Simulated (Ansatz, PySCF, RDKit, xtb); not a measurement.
**SiH3F: from the formula to a structure, part 1 of 2**

Only the formula SiH3F is given. Aim: find the structure of lowest free energy at 298.15 K, then its properties.

The funnel: GFN2-xTB relaxations, single points with a density functional, relaxations at PBE0-D3(BJ)/pcseg-1, harmonic vibrations, and a last energy at a higher level. All values are calculated.

3 further runs of the same task are left out: 3 set aside as unsound or not needed.

## Step 1: Candidates

A program enumerates the bonding patterns with one Lewis structure each (two rings at most, one unusual centre or charged pair), with their diastereomers. O–O, O–halogen and N–halogen bonds and N–N–N chains are not drawn. That gives 1 candidate.

| label | SMILES | spin |
| --- | --- | --- |
| c221 | F[SiH3] | singlet |

Candidates are built by distance geometry, with a force field where one applies, in up to four conformers (letters a to d). 10 starts with atoms placed at random are added, to find patterns that the rules miss.

## Step 2: Cheap relaxation of all starts

All 11 starts are relaxed the same way. One of them, c240 (atoms placed at random), in full:

Contents of start.xyz:

```xyz
5
c240
F     -0.601030     0.127250    -1.004840
Si    -1.503510     1.278490    -0.135960
H     -0.682750    -0.888120    -1.505510
H     -0.284540     1.116080     0.460260
H     -1.039220     1.389340     1.124840
```

Command:

```bash
$ xtb start.xyz --gfn 2 --opt
```

Output, cut to the lines that bear on the results:

```text
* xtb version 6.7.1
[...]
          :  # basis functions                  17          :
[...]
          :  # electrons                        14          :
[...]
          :  Hamiltonian                  GFN2-xTB          :
[...]
          :  net charge                          0          :
          :  unpaired electrons                  0          :
[...]
   *** convergence criteria satisfied after 13 iterations ***
[...]
   *** GEOMETRY OPTIMIZATION CONVERGED AFTER 76 ITERATIONS ***
[...]
   *** convergence criteria satisfied after 3 iterations ***
[...]
         ::                     SUMMARY                     ::
         :::::::::::::::::::::::::::::::::::::::::::::::::::::
         :: total energy              -7.897404774337 Eh    ::
         :: gradient norm              0.000840677158 Eh/a0 ::
         :: HOMO-LUMO gap              2.256300303447 eV    ::
         ::.................................................::
         :: SCC energy                -7.929290018652 Eh    ::
         :: -> isotropic ES            0.021013134784 Eh    ::
         :: -> anisotropic ES          0.001757765338 Eh    ::
         :: -> anisotropic XC         -0.011887677660 Eh    ::
         :: -> dispersion             -0.001534819776 Eh    ::
         :: repulsion energy           0.031885244315 Eh    ::
         :: add. restraining           0.000000000000 Eh    ::
         :: total charge               0.000000000000 e     ::
         :::::::::::::::::::::::::::::::::::::::::::::::::::::
[...]
         7        2.0000           -0.3372416              -9.1768 (HOMO)
         8                         -0.2543241              -6.9205 (LUMO)
[...]
     #   Z          covCN         q      C6AA      α(0)
     1   9          0.740    -0.414    13.710     4.373
     2  14          1.815     0.292   189.359    29.244
     3   1          0.740     0.388     0.520     1.139
     4   1          0.904    -0.142     7.318     4.232
     5   1          0.910    -0.123     6.432     3.967
[...]
     #   Z sym  total        # sym  WBO       # sym  WBO       # sym  WBO
 ---------------------------------------------------------------------------
     1   9      0.829 --     3      0.809
     2  14      1.909 --     5      0.949     4      0.924
     3   1      0.850 --     1      0.809
     4   1      0.980 --     2      0.924
     5   1      0.985 --     2      0.949
 ---------------------------------------------------------------------------
[...]
molecular dipole:
                 x           y           z       tot (Debye)
 q only:        0.101       1.125       0.776
   full:        0.087       0.928       0.640       2.875
molecular quadrupole (traceless):
[...]
          | TOTAL ENERGY               -7.897404774337 Eh   |
          | GRADIENT NORM               0.000840677158 Eh/α |
          | HOMO-LUMO GAP               2.256300303447 eV   |
           -------------------------------------------------
[...]
```

Run time: 0.078 s. Hardware: 1 thread of Arm Neoverse V2, shared host.

## Step 3: Distinct minima at GFN2-xTB

11 of the 11 relaxations converged; 7 ended on a minimum already found. 4 distinct structures remain:

| label | start | SMILES after | spin | energy (kcal/mol) | note |
| --- | --- | --- | --- | --- | --- |
| c586 | random and drawn | F[SiH3] | singlet | 0.0 |  |
| c894 | random | [F][SiH].[H][H] ‡ | singlet | 65.1 | fell apart |
| c619 | random | [FH].[SiH2] ‡ | singlet | 101.0 | fell apart |
| c902 | random | [FH].[SiH2] ‡ | singlet | 102.9 | fell apart |

‡ marks the bonded skeleton alone, with all bonds drawn single: no Lewis structure was assigned that passes a check against the bond lengths.

## Step 4: Screening with a density functional

A choice of the minima (the low ones first, few conformers of a pattern, up to a cap) and the lowest that fell apart get a single point at r2SCAN-D4/def2-SVP on the tight-binding geometry, and one at HF/STO-3G for comparison. The lowest singlets are also tried as triplets at the same geometry (label ending in t). The first, c586:

Contents of input.yaml:

```yaml
crystal:
  periodic: [false, false, false]
  atoms:
    - {symbol: F, position_ang: [-0.126790, 0.767241, 1.536609]}
    - {symbol: Si, position_ang: [0.799535, -0.012191, 0.481341]}
    - {symbol: H, position_ang: [2.148630, 0.087914, 1.014826]}
    - {symbol: H, position_ang: [0.285695, -1.372081, 0.458320]}
    - {symbol: H, position_ang: [0.620580, 0.696197, -0.775726]}
basis:
  gaussian: {orbitals: def2-SVP}
total_charge: 0
hamiltonian: {xc: r2scan, dispersion: d4}
scf: {lower_state_search: off}
output: {orbitals: {seedname: orbitals}}
```

Command:

```bash
$ ansatz run input.yaml --threads 1 --pin off --max-ram 2610MiB --events-out events.jsonl --progress --plain --runs-dir runs
```

Output:

```text
Warning: RAYON_NUM_THREADS=1 ignored (pool sized by the plan → 1); use --threads N
Functional definition: r2SCAN
  name "r2SCAN"
  parameter k0 = 0.174
  parameter k1 = 0.065
  parameter a1 = 4.9479
  exchange = r2scan_x(k0 = k0, k1 = k1, a1 = a1)
  correlation = r2scan_c
these checks for a lower state are left out or cut short: stability, starts, cluster_reference, orbital_swaps, neighbouring_geometries, increment
518 factors; their error is unknown
mean field evaluation 1: about -10636.5296 eV, gradient 2.8e1 eV
mean field evaluation 2: about -10634.3644 eV, gradient 4.8e1 eV
mean field evaluation 4: about -10637.7803 eV, gradient 3.5e-1 eV
mean field evaluation 8: about -10637.7397 eV, gradient 3.0e-3 eV
mean field -10637.73965496 eV, -390.9297218007 hartree, gradient 1.0e-6 eV, S^2 0.000000; 0 other end points of the search recorded, 0 dependent functions left out
reference -10637.73966234 eV, -390.9297220721 hartree; 13, 13 occupied and 34, 34 virtual orbitals, 518 factors
Total energy: -10637.75012087 eV, -390.9301064161 hartree
Checks for a lower state left out: stability, starts, cluster_reference, orbital_swaps, neighbouring_geometries, increment
```

It took 0.74 s on 1 thread of Arm Neoverse V2, shared host.

Relative energies in kcal/mol, each column from its lowest structure that stays in one piece:

| label | SMILES | spin | GFN2-xTB | HF/STO-3G | r2SCAN-D4/def2-SVP |
| --- | --- | --- | --- | --- | --- |
| c586 | F[SiH3] | singlet | 0.0 | 0.0 | 0.0 |
| c894 | [F][SiH].[H][H] ‡ | singlet | 65.1 | 64.5 | 55.8 |
| c586t | F[SiH3] | triplet | – | – | 173.4 |

‡ marks the bonded skeleton alone, with all bonds drawn single: no Lewis structure was assigned that passes a check against the bond lengths.

## Step 5: Relaxing the best candidates

2 candidates are relaxed at PBE0-D3(BJ)/pcseg-1 (chosen among the lowest in one piece, with other spins of them). The first, c586:

Changes to input.yaml since step 4:

```diff
@@ -9,6 +9,6 @@
 basis:
-  gaussian: {orbitals: def2-SVP}
+  gaussian: {orbitals: pcseg-1.json}
 total_charge: 0
-hamiltonian: {xc: r2scan, dispersion: d4}
+hamiltonian: {xc: {name: PBE0}, dispersion: d3bj}
 scf: {lower_state_search: off}
-output: {orbitals: {seedname: orbitals}}
+relax: {f_tol: 0.003}
```

The basis set pcseg-1 is read from a file made from the Basis Set Exchange's data (not shown).

Command:

```bash
$ ansatz run input.yaml --threads 1 --pin off --max-ram 2610MiB --events-out events.jsonl --progress --plain --runs-dir runs
```

Output, cut to the lines that bear on the results:

```text
Warning: RAYON_NUM_THREADS=1 ignored (pool sized by the plan → 1); use --threads N
[...]
Functional definition: PBE0
  name "PBE0"
[...]
481 factors; integrals over basis functions are off by at most 1.2e-4 eV
[...]
mean field -10637.39457349 eV, -390.9170402907 hartree, gradient 9.6e-6 eV, S^2 0.000000; 0 other end points of the search recorded, 0 dependent functions left out
[...]
reference -10637.39460119 eV, -390.9170413087 hartree; 13, 13 occupied and 34, 34 virtual orbitals, 481 factors
relax step   1: F+E_penalty+E_count = -10637.43789684 eV  Δ(F+E_penalty+E_count) = +0.000e0 eV  max|allowed force component| = 7.428e-1 eV/Å  Δτ_max = 0.0000 Å  (10 SCF iters, accepted)
[...]
relax step   4: F+E_penalty+E_count = -10637.52363592 eV  Δ(F+E_penalty+E_count) = -3.827e-4 eV  max|allowed force component| = 3.054e-3 eV/Å  Δτ_max = 0.0028 Å  (11 SCF iters, accepted)
[...]
relax step   5: F+E_penalty+E_count = -10637.52363627 eV  Δ(F+E_penalty+E_count) = -3.453e-7 eV  max|allowed force component| = 8.258e-5 eV/Å  Δτ_max = 0.0001 Å  (7 SCF iters, accepted)
Total energy: -10637.52366363 eV, -390.9217842659 hartree
Atom 0 at    -0.169370     0.803249     1.585250 Å, force     0.000044    -0.000034    -0.000047 eV/Å
Atom 1 at     0.771793     0.011314     0.513153 Å, force     0.000015     0.000005     0.000005 eV/Å
Atom 2 at     2.178428     0.069725     0.992600 Å, force     0.000066     0.000031     0.000083 eV/Å
Atom 3 at     0.305108    -1.398516     0.432609 Å, force    -0.000068    -0.000059     0.000016 eV/Å
Atom 4 at     0.641689     0.681309    -0.808242 Å, force    -0.000057     0.000057    -0.000056 eV/Å
Dipole moment:     0.206040    -0.173375    -0.234710 e Å
Checks for a lower state left out: stability, starts, cluster_reference, orbital_swaps, neighbouring_geometries, increment
```

Run time: 2.9 s. Hardware: 1 thread of Arm Neoverse V2, shared host.

Energy change by step (eV): 0.0000, -0.0816, -0.0854, -0.0857, -0.0857.

After the run. Bond lengths: F1–Si2 1.632 Å, Si2–H3 1.487 Å, Si2–H4 1.487 Å, Si2–H5 1.487 Å. Angles: F1–Si2–H3 108.3°, F1–Si2–H4 108.3°, F1–Si2–H5 108.3°, H3–Si2–H4 110.6°, H3–Si2–H5 110.6°, H4–Si2–H5 110.6°.

## Step 6: Ranking at PBE0-D3(BJ)/pcseg-1

| label | spin | r2SCAN-D4/def2-SVP (kcal/mol) | PBE0-D3(BJ)/pcseg-1, relaxed (kcal/mol) | time | note |
| --- | --- | --- | --- | --- | --- |
| c586 | singlet | 0.0 | 0.0 | 2.9 s |  |
| c586t | triplet | 173.4 | 93.7 | 31 s | fell apart (F[SiH2].[H]) |

c586: Bond lengths: F1–Si2 1.632 Å, Si2–H3 1.487 Å, Si2–H4 1.487 Å, Si2–H5 1.487 Å. Angles: F1–Si2–H3 108.3°, F1–Si2–H4 108.3°, F1–Si2–H5 108.3°, H3–Si2–H4 110.6°, H3–Si2–H5 110.6°, H4–Si2–H5 110.6°.

c586t: Bond lengths: F1–Si2 1.637 Å, Si2–H4 1.495 Å, Si2–H5 1.495 Å. Angles: F1–Si2–H4 107.9°, F1–Si2–H5 107.9°, H4–Si2–H5 111.2°.

## Step 7: Are they minima? Harmonic frequencies

The lowest few in one piece go on as finalists (c586t drops out). Harmonic vibrations at PBE0-D3(BJ)/pcseg-1 test each finalist and give the zero-point energy and the thermal terms. The first, c586:

Contents of input.yaml:

```yaml
basis:
  gaussian:
    orbitals: pcseg-1.json
crystal:
  periodic: [false, false, false]
  atoms:
    - {symbol: F, position_ang: [-0.169370, 0.803249, 1.585250]}
    - {symbol: Si, position_ang: [0.771793, 0.011314, 0.513153]}
    - {symbol: H, position_ang: [2.178428, 0.069725, 0.992600]}
    - {symbol: H, position_ang: [0.305108, -1.398516, 0.432609]}
    - {symbol: H, position_ang: [0.641689, 0.681309, -0.808242]}
phonons: {}
scf:
  lower_state_search: "off"
hamiltonian:
  xc: {name: PBE0}
  dispersion: d3bj
magnetization:
  spin_polarized: false
  initial_magnetization: 0
```

The basis set pcseg-1 is read from a file made from the Basis Set Exchange's data (not shown).

Command:

```bash
$ ansatz run input.yaml --threads 1 --pin off --max-ram 2610MiB --events-out events.jsonl --progress --plain --runs-dir runs
```

Output, cut to the lines that bear on the results:

```text
Warning: RAYON_NUM_THREADS=1 ignored (pool sized by the plan → 1); use --threads N
Functional definition: PBE0
  name "PBE0"
[...]
481 factors; integrals over basis functions are off by at most 1.6e-4 eV
[...]
mean field -10637.48046183 eV, -390.9201966289 hartree, gradient 1.7e-6 eV, S^2 0.000000; 0 other end points of the search recorded, 0 dependent functions left out
[...]
reference -10637.48048919 eV, -390.9201976346 hartree; 13, 13 occupied and 34, 34 virtual orbitals, 481 factors
[...]
481 factors; integrals over basis functions are off by at most 1.6e-4 eV
[...]
mean field -10637.48039765 eV, -390.9201942705 hartree, gradient 6.4e-7 eV, S^2 0.000000; 0 other end points of the search recorded, 0 dependent functions left out
[...]
reference -10637.48042502 eV, -390.9201952763 hartree; 13, 13 occupied and 34, 34 virtual orbitals, 481 factors
[...]
mean field -10637.48045519 eV, -390.9201963849 hartree, gradient 2.8e-6 eV, S^2 0.000000; 0 other end points of the search recorded, 0 dependent functions left out
[...]
reference -10637.48048255 eV, -390.9201973904 hartree; 13, 13 occupied and 34, 34 virtual orbitals, 481 factors
Total energy: -10637.52366362 eV, -390.9217842656 hartree
Atom 0 at    -0.169370     0.803249     1.585250 Å, force     0.000041    -0.000032    -0.000043 eV/Å
Atom 1 at     0.771793     0.011314     0.513153 Å, force     0.000022    -0.000001     0.000005 eV/Å
Atom 2 at     2.178428     0.069725     0.992600 Å, force     0.000061     0.000036     0.000077 eV/Å
Atom 3 at     0.305108    -1.398516     0.432609 Å, force    -0.000072    -0.000059     0.000015 eV/Å
Atom 4 at     0.641689     0.681309    -0.808242 Å, force    -0.000053     0.000056    -0.000054 eV/Å
Dipole moment:     0.206040    -0.173375    -0.234710 e Å
Vibrations: 716.21 716.25 851.85 951.07 951.09 999.54 2279.81 2289.50 2289.52 cm⁻¹, zero-point energy 0.746685 eV
Checks for a lower state left out: stability, starts, cluster_reference, orbital_swaps, neighbouring_geometries, increment
```

It took 9.3 s on 1 thread of Arm Neoverse V2, shared host.

## Step 8: Zero-point energy and free-energy terms

At 298.15 K and 1 atm, ideal gas, rigid rotor and harmonic oscillator:

| label | SMILES | spin | point group | lowest mode (cm⁻¹) | zero-point (kcal/mol) | G − E (kcal/mol) |
| --- | --- | --- | --- | --- | --- | --- |
| c586 | F[SiH3] | singlet | C3v | 716 | 17.2 | 2.8 |

## Step 9: Energies at the top level

Each finalist gets a single point at CCSD(T)/def2-TZVPP.

c586, CCSD(T)/def2-TZVPP:

Contents of input.yaml:

```yaml
crystal:
  periodic: [false, false, false]
  atoms:
    - {symbol: F, position_ang: [-0.169370, 0.803249, 1.585250]}
    - {symbol: Si, position_ang: [0.771793, 0.011314, 0.513153]}
    - {symbol: H, position_ang: [2.178428, 0.069725, 0.992600]}
    - {symbol: H, position_ang: [0.305108, -1.398516, 0.432609]}
    - {symbol: H, position_ang: [0.641689, 0.681309, -0.808242]}
basis:
  gaussian:
    orbitals: def2-TZVPP
correlation:
  method: ccsd_t
  frozen_orbitals: {H: 0, Si: 5, F: 1}
```

Command:

```bash
$ ansatz run input.yaml --threads 1 --pin off --max-ram 2610MiB --events-out events.jsonl --progress --plain --runs-dir runs
```

Output, cut to the lines that bear on the results:

```text
Warning: RAYON_NUM_THREADS=1 ignored (pool sized by the plan → 1); use --threads N
Functional definition: HF
  name "HF"
[...]
673 factors; integrals over basis functions are off by at most 8.6e-4 eV
[...]
mean field -10618.70895886 eV, -390.2303566186 hartree, gradient 1.5e-6 eV, S^2 0.000000; 0 other end points of the search recorded, 0 dependent functions left out
6 core orbitals not correlated: weight in the atoms' cores, before any rotation towards them, 1.000 or more for the frozen orbitals, at most 0.000 for the correlated occupied ones
reference -10618.70895886 eV, -390.2303566186 hartree; 7, 7 occupied and 102, 102 virtual orbitals, 673 factors
second order -10.43900133 eV of doubles, -0.00000000 eV of singles
cycle   1  -10.70110561 eV  change   -2.6e-1 eV  update   7.2e-2
[...]
cycle   9  -11.03137587 eV  change   -4.2e-6 eV  update   5.0e-6
perturbative correction -0.28535064 eV, -0.0104864426 hartree
Total energy: -10630.02568537 eV, -390.6462386473 hartree
```

Run time: 2.9 s. Hardware: 1 thread of Arm Neoverse V2, shared host.

## Step 10: Free energies and the winner

Energies in kcal/mol from c586; G adds the thermal terms to the CCSD(T)/def2-TZVPP energy. The columns left of the relaxed level are at the tight-binding geometries.

| label | SMILES | spin | GFN2-xTB | HF/STO-3G | r2SCAN-D4/def2-SVP | PBE0-D3(BJ)/pcseg-1 | HF/def2-TZVPP | MP2/def2-TZVPP | CCSD(T)/def2-TZVPP | G | share at equilibrium | T1 |
| --- | --- | --- | --- | --- | --- | --- | --- | --- | --- | --- | --- | --- |
| c586 | F[SiH3] | singlet | 0.0 | 0.0 | 0.0 | 0.0 | 0.0 | 0.0 | 0.0 | 0.0 | 100.0 % | 0.011 |

Lowest found: c586, `F[SiH3]`, a singlet of point group C3v. Bond lengths: F1–Si2 1.632 Å, Si2–H3 1.487 Å, Si2–H4 1.487 Å, Si2–H5 1.487 Å. Angles: F1–Si2–H3 108.3°, F1–Si2–H4 108.3°, F1–Si2–H5 108.3°, H3–Si2–H4 110.6°, H3–Si2–H5 110.6°, H4–Si2–H5 110.6°.

```xyz
5

F    -0.1694    0.8032    1.5853
Si    0.7718    0.0113    0.5132
H     2.1784    0.0697    0.9926
H     0.3051   -1.3985    0.4326
H     0.6417    0.6813   -0.8082
```

## Step 11: Density, orbitals and dipole (PBE0/def2-TZVPD)

Changes to input.yaml since step 9:

```diff
@@ -1 +1,3 @@
+basis:
+  gaussian: {orbitals: def2-TZVPD}
 crystal:
@@ -8,7 +10,3 @@
     - {symbol: H, position_ang: [0.641689, 0.681309, -0.808242]}
-basis:
-  gaussian:
-    orbitals: def2-TZVPP
-correlation:
-  method: ccsd_t
-  frozen_orbitals: {H: 0, Si: 5, F: 1}
+hamiltonian: {xc: pbe0}
+output: {forces: true, orbitals: {seedname: orbitals}}
```

Command:

```bash
$ ansatz run input.yaml --threads 1 --pin off --max-ram 2610MiB --events-out events.jsonl --progress --plain --runs-dir runs
```

Output, cut to the lines that bear on the results:

```text
Warning: RAYON_NUM_THREADS=1 ignored (pool sized by the plan → 1); use --threads N
Functional definition: PBE0
  name "PBE0"
[...]
646 factors; their error is unknown
[...]
mean field -10640.15991422 eV, -391.0186646882 hartree, gradient 7.2e-5 eV, S^2 0.000000; 0 other end points of the search recorded, 0 dependent functions left out
[...]
reference -10640.15994595 eV, -391.0186658542 hartree; 13, 13 occupied and 97, 97 virtual orbitals, 646 factors
Total energy: -10640.15994595 eV, -391.0186658542 hartree
Atom 0 at    -0.169370     0.803249     1.585250 Å, force     0.547600    -0.460791    -0.623810 eV/Å
Atom 1 at     0.771793     0.011314     0.513153 Å, force    -0.428842     0.360884     0.488565 eV/Å
Atom 2 at     2.178428     0.069725     0.992600 Å, force    -0.121049     0.012831    -0.011327 eV/Å
Atom 3 at     0.305108    -1.398516     0.432609 Å, force     0.013209     0.118082     0.028813 eV/Å
Atom 4 at     0.641689     0.681309    -0.808242 Å, force    -0.010918    -0.031006     0.117761 eV/Å
Dipole moment:     0.173483    -0.145979    -0.197623 e Å
```

It took 1.6 s on 1 thread of Arm Neoverse V2, shared host.

## Step 12: Frequencies after a tight-binding relaxation (GFN2-xTB)

Contents of start.xyz:

```xyz
5
c586
F     -0.169370     0.803249     1.585250
Si     0.771793     0.011314     0.513153
H      2.178428     0.069725     0.992600
H      0.305108    -1.398516     0.432609
H      0.641689     0.681309    -0.808242
```

Command:

```bash
$ xtb start.xyz --gfn 2 --ohess tight
```

Output, cut to the lines that bear on the results:

```text
* xtb version 6.7.1
[...]
          :  # basis functions                  17          :
[...]
          :  # electrons                        14          :
[...]
          :  Hamiltonian                  GFN2-xTB          :
[...]
          :  net charge                          0          :
          :  unpaired electrons                  0          :
[...]
   *** convergence criteria satisfied after 11 iterations ***
[...]
   *** GEOMETRY OPTIMIZATION CONVERGED AFTER 6 ITERATIONS ***
[...]
   *** convergence criteria satisfied after 3 iterations ***
[...]
         ::                     SUMMARY                     ::
         :::::::::::::::::::::::::::::::::::::::::::::::::::::
         :: total energy              -8.058387432960 Eh    ::
         :: gradient norm              0.000045738144 Eh/a0 ::
         :: HOMO-LUMO gap              6.579932239387 eV    ::
         ::.................................................::
         :: SCC energy                -8.100230733151 Eh    ::
         :: -> isotropic ES            0.024463834506 Eh    ::
         :: -> anisotropic ES          0.001052457171 Eh    ::
         :: -> anisotropic XC          0.001610925092 Eh    ::
         :: -> dispersion             -0.001502476347 Eh    ::
         :: repulsion energy           0.041843300191 Eh    ::
         :: add. restraining           0.000000000000 Eh    ::
         :: total charge              -0.000000000000 e     ::
         :::::::::::::::::::::::::::::::::::::::::::::::::::::
[...]
         7        2.0000           -0.4371666             -11.8959 (HOMO)
         8                         -0.1953585              -5.3160 (LUMO)
[...]
     #   Z          covCN         q      C6AA      α(0)
     1   9          0.705    -0.278    12.079     4.104
     2  14          3.467     0.524   101.447    19.574
     3   1          0.921    -0.082     4.980     3.490
     4   1          0.921    -0.082     4.980     3.490
     5   1          0.921    -0.082     4.980     3.490
[...]
          | TOTAL ENERGY               -8.058387432960 Eh   |
          | TOTAL ENTHALPY             -8.028046786641 Eh   |
          | TOTAL FREE ENERGY          -8.055503043731 Eh   |
          | GRADIENT NORM               0.000045840591 Eh/α |
[...]
```

Wall time 0.046 s (1 thread of Arm Neoverse V2, shared host).

(Continued in part 2 of 2.)
